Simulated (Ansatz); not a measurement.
**SO₂: single points off equilibrium**

One table from this session's results is given with a row withheld; the runs are named, their logs left out.

Method: single points in def2-TZVPP; program: Ansatz 0.2.0, Gaussian basis.

Cores are frozen in the correlated methods.

## Starting geometry

3 atoms, charge 0, spin multiplicity 1.

Atoms are counted from 1 here; the program's logs count them from 0.

Bond lengths: O1–S2 1.446 Å, S2–O3 1.419 Å. Angles: O1–S2–O3 116.8°.

As a file:

```
O    -0.9645    0.7079   -0.4560
S     0.2876    0.3738    0.1859
O     0.6242   -1.0030    0.2548
```

The first run:

run/in.yaml

```yaml
crystal:
  periodic: [false, false, false]
  atoms:
    - {symbol: O, position_ang: [-0.964500, 0.707900, -0.456000]}
    - {symbol: S, position_ang: [0.287600, 0.373800, 0.185900]}
    - {symbol: O, position_ang: [0.624200, -1.003000, 0.254800]}
basis:
  gaussian: {orbitals: def2-TZVPP}
correlation: {method: ccsd_t}
output: {forces: true}
```

The command line of these runs was not kept.

Among the steps run: CCSD(T)/def2-TZVPP; PBE0-D4/def2-TZVPP; wB97M-V/def2-TZVPP; r2SCAN-D4/def2-TZVPP; PBE-D4/def2-TZVPP; LC-wPBE/def2-TZVPP; BLYP-D4/def2-TZVPP.

One of the session's tables, all rows but one given; the rest of the session is left out.

```
   method  RMS force component (eV/Å)  angle to CCSD(T) forces (°)  dipole (D)
  CCSD(T)                       0.775                    reference        1.79
  PBE0-D4                       0.708                         30.8        1.80
  wB97M-V                       0.731                         38.4        1.92
r2SCAN-D4                           ?                            ?           ?
   PBE-D4                       1.110                         27.2        1.64
  LC-wPBE                       0.827                         53.6        1.89
  BLYP-D4                       1.239                         32.5        1.71
```

Q: Estimate the row for r2SCAN-D4 from the others.

As computed: RMS force component (eV/Å): 0.771; angle to CCSD(T) forces (°): 2.6; dipole (D): 1.68. In the column «RMS force component (eV/Å)» it lies between wB97M-V (0.731) and CCSD(T) (0.775).
